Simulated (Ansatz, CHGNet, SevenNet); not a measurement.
# hcp Zr: properties by level of theory

Reference values: lattice constant a 3.232 Å (measured, 293 K, no zero-point or thermal correction; as tabulated in Wikipedia's data pages); lattice parameter c 5.148 Å (measured, 293 K, not corrected to a static lattice; as tabulated in Wikipedia's data pages).

```json
[
 {"level (code)": "CHGNet 0.3.0", "lattice constant a (Å)": "[?]", "c axis length (Å)": "5.251"},
 {"level (code)": "CHGNet-r²SCAN", "lattice constant a (Å)": "3.208", "c axis length (Å)": "5.248"},
 {"level (code)": "SevenNet-0", "lattice constant a (Å)": "3.219", "c axis length (Å)": "[?]"},
 {"level (code)": "revPBE (Ansatz)", "lattice constant a (Å)": "3.252", "c axis length (Å)": "5.195"},
 {"level (code)": "PBE-D3(BJ) (Ansatz)", "lattice constant a (Å)": "[?]", "c axis length (Å)": "[?]"}
]
```

Problem. Fill in the missing entries.

Solution. 
- CHGNet 0.3.0, lattice constant a (Å): 3.212
- SevenNet-0, c axis length (Å): 5.232
- PBE-D3(BJ) (Ansatz, an electronic-structure program), lattice constant a (Å): 3.185
- PBE-D3(BJ) (Ansatz), c axis length (Å): 5.112

Differences from the reference values (errors of the level alone only where the reference is corrected to a static lattice):

```json
[
 {"level": "CHGNet 0.3.0", "lattice constant a (%)": "-0.62", "lattice parameter c (%)": "+2.00"},
 {"level": "CHGNet-r²SCAN", "lattice constant a (%)": "-0.74", "lattice parameter c (%)": "+1.94"},
 {"level": "SevenNet-0", "lattice constant a (%)": "-0.40", "lattice parameter c (%)": "+1.63"},
 {"level": "revPBE", "lattice constant a (%)": "+0.62", "lattice parameter c (%)": "+0.91"},
 {"level": "PBE-D3(BJ)", "lattice constant a (%)": "-1.45", "lattice parameter c (%)": "-0.70"}
]
```

Nearest: lattice constant a, not ranked (reference at room or unstated temperature); lattice parameter c, not ranked (reference at room or unstated temperature).

Machine-learned potentials (CHGNet 0.3.0, CHGNet-r²SCAN, SevenNet-0) are trained on DFT data: a solid inside that data is no test of them.

Ansatz's density-functional and Hartree–Fock values are scalar-relativistic unless marked +SOC, with PAW data made under PBE.

Differences are worked out from the printed values.

The computed numbers hold no vibrational or temperature effects.
